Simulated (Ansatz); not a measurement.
**TaAs₃: from a trial structure to a relaxed crystal**

Method: Ansatz, DFT PBE, scalar-relativistic, plane waves, PAW. Cutoff 420 eV, Γ-centred k mesh, Gaussian smearing, no spin polarisation in the final step.

The start puts TaAs₃ on the Ni3Sn (D0_19) structure type (P6_3/mmc, No. 194), with Ta in place of Sn, As in place of Ni, at a guessed volume.

```xyz
8
Lattice="6.1339 0.0000 0.0000 -3.0669 5.3121 0.0000 0.0000 0.0000 4.9234" Properties=species:S:1:pos:R:3 pbc="T T T"
Ta    0.0000    3.5414    1.2308
Ta    3.0669    1.7707    3.6925
As    3.0669    3.5379    1.2308
As   -1.5304    4.4250    3.6925
As    1.5365    0.8871    1.2308
As    0.0000    1.7742    3.6925
As    4.5974    0.8871    1.2308
As    1.5304    4.4250    3.6925
```

Steps on the 3×3×4 mesh (8 atoms). 5 of 6 steps are shown, and the free energy counts from the last. Trial steps that were taken back and renewals of the plane-wave basis can be among the rows.

```tsv
step	ΔF (meV/atom)	V (Å³/atom)	P (GPa)	largest force component (eV/Å)
1	189.5	20.05	-9.19	1.424
2	46.8	17.32	10.16	0.395
3	4.1	19.44	-2.39	0.046
4	0.0	19.01	-0.47	0.058
6	0.0	18.95	-0.01	0.004
```

Steps on the 6×6×8 mesh (8 atoms). 3 of 6 steps are shown, and the free energy counts from the last.

```
step  ΔF (meV/atom) V (Å³/atom) P (GPa) largest force component (eV/Å)
   1            2.1        18.95     0.40                           0.113
   2            0.1        18.77    -0.09                           0.055
   6            0.0        18.78     0.00                           0.000
```

A final relaxation ran on a 6×6×8 mesh. The relaxed crystal, P6_3/mmc (No. 194):

Space group P6_3/mmc (No. 194). a = 6.001 Å, b = 6.001 Å, c = 4.816 Å, α = 90.00°, β = 90.00°, γ = 120.00°
| atom | site | symmetry | x | y | z |
| --- | --- | --- | --- | --- | --- |
| Ta | 2c | -6m2 | 0.3333 | 0.6667 | 0.2500 |
| As | 6h | mm2 | 0.8141 | 0.6282 | 0.2500 |

```json
{"Volume per atom": "18.78 Å³", "Density": "8.97 g/cm³", "Energy over the elements": "0.27 eV/atom", "Gap on the 6×6×8 mesh": "0 eV (a metal)"}
```

Energies over the elements count from the elements' standard structures at the same level, with no empirical corrections.

The final run used a 6×6×8 mesh on its 8-atom cell and 0.10 eV smearing. For metals, differences of a few meV/atom aren't resolved. Spin–orbit coupling is left out.

A structure relaxed within its symmetry needn't be a true minimum.

Cost: 3 runs of about 3.3 core-minutes in all, on Arm Neoverse V2 (shared hosts).